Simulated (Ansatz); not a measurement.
Density of states of CaCo$_{2}$As$_{2}$ (I4/mmm, a = 4.005 Å, b = 4.005 Å, c = 10.098 Å, α = 90.00°, β = 90.00°, γ = 90.00°), in states per eV and primitive cell, averaged over bins of 0.4 eV. Computed with DFT r2SCAN, scalar-relativistic, plane waves, PAW (Ansatz).

Settings: cutoff 500 eV, Γ-centred mesh 12×12×12 on the computed 5-atom cell, Gaussian smearing of 0.10 eV; collinear spin from starting moments 0 0.93 0.93 0 0 μB.

The cell is relaxed at this level. The states (both spins) are summed by tetrahedra on a 18×18×18 mesh at the self-consistent density. Energies are bin centres; the table starts no lower than −8 eV and ends at 6 eV, or lower where the solved bands end.

It is a metal at this level.

| E − E_F (eV) | total | Co 3d down | Co 3d up | As 4p up | As 4p down | Co 4s up | Co 4s down | Ca 4s down | Ca 4s up |
| --- | --- | --- | --- | --- | --- | --- | --- | --- | --- |
| -6.55 | 1.55 | 0.05 | 0.11 | 0.60 | 0.45 | 0.13 | 0.09 | 0.03 | 0.03 |
| -6.15 | 3.03 | 0.15 | 0.22 | 0.98 | 1.06 | 0.20 | 0.21 | 0.04 | 0.04 |
| -5.75 | 2.25 | 0.17 | 0.22 | 0.67 | 0.76 | 0.11 | 0.13 | 0.04 | 0.04 |
| -5.35 | 1.47 | 0.10 | 0.17 | 0.47 | 0.45 | 0.07 | 0.08 | 0.02 | 0.02 |
| -4.95 | 2.89 | 0.20 | 0.43 | 1.11 | 0.85 | 0.05 | 0.06 | 0.03 | 0.03 |
| -4.55 | 2.91 | 0.30 | 0.58 | 0.85 | 0.94 | 0.04 | 0.05 | 0.02 | 0.01 |
| -4.15 | 4.94 | 0.65 | 1.18 | 1.49 | 1.39 | 0.03 | 0.04 | 0.01 | 0.02 |
| -3.75 | 4.42 | 0.71 | 1.07 | 1.20 | 1.23 | 0.01 | 0.02 | 0.01 | 0.01 |
| -3.35 | 3.92 | 0.69 | 1.40 | 0.40 | 1.20 | 0.00 | 0.00 | 0.01 | 0.01 |
| -2.95 | 3.25 | 0.47 | 2.01 | 0.31 | 0.20 | 0.01 | 0.00 | 0.01 | 0.05 |
| -2.55 | 3.38 | 0.88 | 1.78 | 0.09 | 0.37 | 0.01 | 0.00 | 0.04 | 0.01 |
| -2.15 | 3.16 | 0.20 | 2.69 | 0.07 | 0.02 | 0.02 | 0.00 | 0.02 | 0.01 |
| -1.75 | 7.36 | 2.12 | 4.73 | 0.12 | 0.03 | 0.02 | 0.00 | 0.04 | 0.01 |
| -1.35 | 6.92 | 4.24 | 1.89 | 0.17 | 0.12 | 0.02 | 0.02 | 0.03 | 0.01 |
| -0.95 | 6.59 | 3.82 | 1.77 | 0.35 | 0.13 | 0.05 | 0.04 | 0.01 | 0.02 |
| -0.55 | 4.89 | 2.69 | 1.16 | 0.42 | 0.17 | 0.04 | 0.03 | 0.02 | 0.01 |
| -0.15 | 2.40 | 0.69 | 0.76 | 0.41 | 0.15 | 0.03 | 0.02 | 0.01 | 0.01 |
| 0.25 | 1.95 | 0.52 | 0.47 | 0.37 | 0.18 | 0.02 | 0.03 | 0.02 | 0.01 |
| 0.65 | 1.90 | 0.46 | 0.36 | 0.43 | 0.24 | 0.01 | 0.02 | 0.01 | 0.01 |
| 1.05 | 4.53 | 2.68 | 0.27 | 0.42 | 0.60 | 0.02 | 0.05 | 0.01 | 0.00 |
| 1.45 | 2.05 | 0.63 | 0.20 | 0.37 | 0.38 | 0.04 | 0.03 | 0.01 | 0.01 |
| 1.85 | 1.72 | 0.42 | 0.15 | 0.28 | 0.39 | 0.03 | 0.04 | 0.01 | 0.00 |
| 2.25 | 1.42 | 0.26 | 0.14 | 0.26 | 0.29 | 0.04 | 0.03 | 0.01 | 0.01 |
| 2.65 | 1.22 | 0.19 | 0.08 | 0.15 | 0.24 | 0.04 | 0.04 | 0.01 | 0.02 |
| 3.05 | 1.47 | 0.14 | 0.10 | 0.14 | 0.17 | 0.06 | 0.04 | 0.03 | 0.04 |
| 3.45 | 2.78 | 0.17 | 0.11 | 0.14 | 0.17 | 0.18 | 0.12 | 0.05 | 0.06 |
| 3.85 | 4.35 | 0.18 | 0.10 | 0.15 | 0.15 | 0.20 | 0.20 | 0.09 | 0.13 |
| 4.25 | 4.88 | 0.16 | 0.10 | 0.19 | 0.19 | 0.13 | 0.13 | 0.17 | 0.26 |
| 4.65 | 5.92 | 0.15 | 0.09 | 0.24 | 0.26 | 0.12 | 0.10 | 0.23 | 0.20 |
| 5.05 | 5.67 | 0.10 | 0.05 | 0.16 | 0.19 | 0.09 | 0.10 | 0.18 | 0.14 |
| 5.45 | 3.64 | 0.07 | 0.05 | 0.13 | 0.13 | 0.09 | 0.08 | 0.12 | 0.15 |

The columns after the total are the main Löwdin projections on the occupied valence shells of the potentials; 2 others are left out. The rest of the total lies in those, in shells that are empty in the free atom, which aren't projected, and between the atoms.

The state reached may not be the lowest one.

Only this magnetic start was tried.

Whether CaCo2As2 exists in this form wasn't checked.

Cost: 1 run of about 6.7 core-minutes, on Oxide Virtual Turin-like Processor (Zen 5) (shared hosts).